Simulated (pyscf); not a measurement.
PySCF, gas phase, ωB97X-D3(BJ)/def2-SVP geometries.

**Question.** Estimate by transition-state theory the rate constant of `[AlH2][AsH2]` + `[SiH4]` -> `[SiH3][AsH2]` + `[AlH3]` (singlet surface; Al–As, H–Si broken, As–Si, Al–H formed) at 600 K, with ωB97M-D3(BJ)/def2-TZVP energies (ideal gas, 1 atm, RRHO with modes under 100 cm⁻¹ raised to 100, one conformer, R ln 2 for chiral ones without a mode under 150 cm⁻¹; no tunnelling).

**Answer.** The electronic barrier is 21.0 kcal/mol and the thermal terms add +22.1, so ΔG‡ = 43.2 kcal/mol. With k_BT/h = 1.25e+13 s⁻¹ and RT = 1.192 kcal/mol, and a volume of 8.18e-20 cm³ per molecule at 1 atm, k = 1.9e-22 cm³ molecule⁻¹ s⁻¹. Wigner's tunnelling factor for 445i cm⁻¹ would be 1.05. A shift of 1 kcal/mol in the barrier changes k by a factor 2.3. On the reactant side the descent ends in a bound adduct (not fully relaxed), 8.1 kcal/mol under the separated species and 22.5 kcal/mol under the saddle at ωB97X-D3(BJ)/def2-TZVP. On the product side the descent ends in an adduct with a Al–As contact, 19.2 kcal/mol under the separated species and 25.5 kcal/mol under the saddle at ωB97X-D3(BJ)/def2-TZVP. What is counted as broken (Al–As) persists as a longer contact in the product adduct; parting that adduct is a step of its own. At ωB97X-D3(BJ)/def2-TZVP the barrier from the zero used here is 14.4 kcal/mol. One saddle was located; it need not be the lowest between these sides. Elements up to Kr have no core potential and no relativistic terms here.
